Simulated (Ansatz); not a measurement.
# C2H3ClFN (SMILES C/N=C(\F)Cl): CCSD/6-311G (density fitting with def2-universal-jkfit, cc-pVDZ-rifit for correlation)

Aim: the vertical singlet–triplet gap of C2H3ClFN at CCSD/6-311G (density fitting with def2-universal-jkfit, cc-pVDZ-rifit for correlation), from 2 runs. 

Program for the calculation: Ansatz 0.2.0.

2 further runs of the same task are left out: 1 for a known fault of the program, 1 that didn't finish.

### 1 The molecule

C2H3ClFN has 8 atoms, charge 0, and is taken as a singlet. As SMILES, `C/N=C(\F)Cl`. The shape is that of a PBE0-D4/def2-TZVP optimisation.

Bond lengths: C1–N2 1.443 Å, N2–C3 1.234 Å, C3–F4 1.335 Å, C3–Cl5 1.711 Å, C1–H6 1.092 Å, C1–H7 1.093 Å, C1–H8 1.092 Å. Angles: C1–N2–C3 121.1°, N2–C3–F4 126.1°, N2–C3–Cl5 123.8°, F4–C3–Cl5 110.2°, N2–C1–H6 108.4°, N2–C1–H7 114.4°, N2–C1–H8 108.4°, H6–C1–H7 109.2°, H6–C1–H8 107.0°, H7–C1–H8 109.2°.

### 2 Energy and forces at CCSD/6-311G (density fitting with def2-universal-jkfit, cc-pVDZ-rifit for correlation)

File job.yaml:

```yaml
crystal:
  periodic: [false, false, false]
  atoms:
    - symbol: C
      position_ang: [-1.051700, 0.314700, 0.018100]
    - symbol: "N"
      position_ang: [0.334900, 0.581400, -0.279000]
    - symbol: C
      position_ang: [1.206400, -0.268200, -0.073800]
    - symbol: F
      position_ang: [1.010700, -1.491400, 0.425000]
    - symbol: Cl
      position_ang: [2.867500, -0.023900, -0.400900]
    - symbol: H
      position_ang: [-1.403400, 1.068500, 0.725600]
    - symbol: H
      position_ang: [-1.241300, -0.680200, 0.428300]
    - symbol: H
      position_ang: [-1.630900, 0.442100, -0.898900]
basis:
  gaussian:
    orbitals: 6-311G.json
    fitting: {mean_field: def2-universal-jkfit, correlation: cc-pVDZ-rifit.json}
output: {forces: true, orbitals: {seedname: orbitals}}
correlation: {method: ccsd, frozen_orbitals: {C: 1, Cl: 5, F: 1, H: 0, "N": 1}}
accuracy: high
```

The basis set 6-311G is read from a file made from the Basis Set Exchange's data (not shown).

Launch:

```console
$ ansatz run job.yaml --threads 1 --pin off --max-ram 2610MiB --events-out events.jsonl --progress --plain --runs-dir runs
```

The log of the run:

```text
Warning: RAYON_NUM_THREADS=1 ignored (pool sized by the plan → 1); use --threads N
Functional definition: HF
  name "HF"
  exchange = exact_x
  correlation = 0
486 factors; integrals over basis functions are off by at most 3.4e-1 eV
342 factors; integrals over basis functions are off by at most 8.6e0 eV
mean field evaluation 1: about -18793.1241 eV, gradient 3.9e1 eV
mean field evaluation 2: about -18795.3983 eV, gradient 2.8e1 eV
mean field evaluation 4: about -18796.9601 eV, gradient 2.0e0 eV
mean field evaluation 8: about -18796.9750 eV, gradient 1.3e-8 eV
mean field -18796.97499208 eV, -690.7760899118 hartree, gradient 1.3e-8 eV, S^2 0.000000; 0 other end points of the search recorded, 0 dependent functions left out
9 core orbitals not correlated: weight in the atoms' cores, before any rotation towards them, 1.000 or more for the frozen orbitals, at most 0.000 for the correlated occupied ones
reference -18796.97499208 eV, -690.7760899118 hartree; 15, 15 occupied and 58, 58 virtual orbitals, 342 factors
second order -13.53034443 eV of doubles, -0.00000000 eV of singles
cycle   1  -13.49440125 eV  change    3.6e-2 eV  update   1.0e-1
cycle   2  -13.99916761 eV  change   -5.0e-1 eV  update   3.3e-2
cycle   3  -14.14200992 eV  change   -1.4e-1 eV  update   1.6e-2
cycle   4  -14.14114653 eV  change    8.6e-4 eV  update   3.8e-3
cycle   5  -14.14313361 eV  change   -2.0e-3 eV  update   1.5e-3
cycle   6  -14.14402956 eV  change   -9.0e-4 eV  update   3.8e-4
cycle   7  -14.14357426 eV  change    4.6e-4 eV  update   1.2e-4
cycle   8  -14.14355175 eV  change    2.3e-5 eV  update   4.0e-5
cycle   9  -14.14358145 eV  change   -3.0e-5 eV  update   1.3e-5
cycle  10  -14.14357365 eV  change    7.8e-6 eV  update   4.7e-6
cycle  11  -14.14357445 eV  change   -8.1e-7 eV  update   1.6e-6
cycle  12  -14.14357485 eV  change   -4.0e-7 eV  update   5.1e-7
cycle  13  -14.14357522 eV  change   -3.7e-7 eV  update   2.1e-7
cycle  14  -14.14357536 eV  change   -1.4e-7 eV  update   8.1e-8
cycle  15  -14.14357538 eV  change   -2.0e-8 eV  update   3.7e-8
cycle  16  -14.14357594 eV  change   -5.6e-7 eV  update   1.1e-7
cycle  17  -14.14357593 eV  change    1.2e-8 eV  update   3.4e-8
cycle  18  -14.14357598 eV  change   -4.9e-8 eV  update   1.1e-8
cycle  19  -14.14357598 eV  change   -3.8e-9 eV  update   3.9e-9
cycle  20  -14.14357598 eV  change   -1.7e-9 eV  update   1.1e-9
the calculation of the forces begins
Total energy: -18811.11856807 eV, -691.2958567423 hartree
Atom 0 at    -1.051700     0.314700     0.018100 Å, force    -1.277966     0.087114     0.143819 eV/Å
Atom 1 at     0.334900     0.581400    -0.279000 Å, force    -0.389194     1.117642    -0.375898 eV/Å
Atom 2 at     1.206400    -0.268200    -0.073800 Å, force     0.086411     1.385956    -0.546164 eV/Å
Atom 3 at     1.010700    -1.491400     0.425000 Å, force    -0.721328    -2.920831     1.226681 eV/Å
Atom 4 at     2.867500    -0.023900    -0.400900 Å, force     2.425014     0.420299    -0.501964 eV/Å
Atom 5 at    -1.403400     1.068500     0.725600 Å, force    -0.032602     0.099586     0.140731 eV/Å
Atom 6 at    -1.241300    -0.680200     0.428300 Å, force    -0.016416    -0.173764     0.069230 eV/Å
Atom 7 at    -1.630900     0.442100    -0.898900 Å, force    -0.073918    -0.016001    -0.156434 eV/Å
Dipole moment:    -0.411737    -0.030421     0.069426 e Å
```

Run time: 35 s. Hardware: 1 thread of Arm Neoverse N1, shared host; peak memory 0.31 GiB.

### 3 The triplet at the same level

job.yaml: that of step 2 with these lines changed.

```diff
@@ -1 +1,5 @@
+basis:
+  gaussian:
+    orbitals: 6-311G.json
+    fitting: {mean_field: def2-universal-jkfit, correlation: cc-pVDZ-rifit.json}
 crystal:
@@ -19,8 +23,5 @@
       position_ang: [-1.630900, 0.442100, -0.898900]
-basis:
-  gaussian:
-    orbitals: 6-311G.json
-    fitting: {mean_field: def2-universal-jkfit, correlation: cc-pVDZ-rifit.json}
-output: {forces: true, orbitals: {seedname: orbitals}}
+magnetization: {spin_polarized: false, initial_magnetization: 2}
 correlation: {method: ccsd, frozen_orbitals: {C: 1, Cl: 5, F: 1, H: 0, "N": 1}}
 accuracy: high
+output: {forces: true, orbitals: {seedname: orbitals}}
```

The basis set 6-311G is read from a file made from the Basis Set Exchange's data (not shown).

Launch:

```console
$ ansatz run job.yaml --threads 1 --pin off --max-ram 2610MiB --events-out events.jsonl --progress --plain --runs-dir runs
```

The log of the run:

```text
Warning: RAYON_NUM_THREADS=1 ignored (pool sized by the plan → 1); use --threads N
[... 28 lines left out ...]
9 core orbitals not correlated: weight in the atoms' cores, before any rotation towards them, 1.000 or more for the frozen orbitals, at most 0.000 for the correlated occupied ones
[... 21 lines left out ...]
Total energy: -18805.67283641 eV, -691.0957297952 hartree
[... 8 lines left out ...]
Dipole moment:    -0.499268     0.033842     0.056873 e Å
```

Wall time 4.7 min (1 thread of Arm Neoverse N1, shared host); peak memory 0.8 GiB.

### 4 Summary of results

At CCSD/6-311G (density fitting with def2-universal-jkfit, cc-pVDZ-rifit for correlation), 9 core orbitals frozen:

```
                                            quantity          value
                               singlet: total energy  -691.29586 Eh
         singlet: dipole moment (correlated density)         2.01 D
        singlet: HOMO energy (Hartree–Fock orbitals)      -11.66 eV
        singlet: LUMO energy (Hartree–Fock orbitals)        3.96 eV
      singlet: HOMO–LUMO gap (Hartree–Fock orbitals)       15.62 eV
singlet: correlation energy (9 core orbitals frozen)     -519.8 mEh
                              singlet: T1 diagnostic          0.012
                   singlet: largest force on an atom     3.249 eV/Å
                               triplet: total energy  -691.09573 Eh
         triplet: dipole moment (correlated density)         2.42 D
triplet: correlation energy (9 core orbitals frozen)     -482.3 mEh
          triplet: ⟨S²⟩ of the reference determinant          2.000
                              triplet: T1 diagnostic          0.023
                   triplet: largest force on an atom    14.939 eV/Å
    vertical energy of the triplet above the singlet       5.446 eV
```

What this shows: At this shape the triplet lies 5.45 eV (126 kcal/mol) above the singlet. The largest force (singlet) is 3.25 eV/Å: the shape isn't a stationary point for this species at this level.
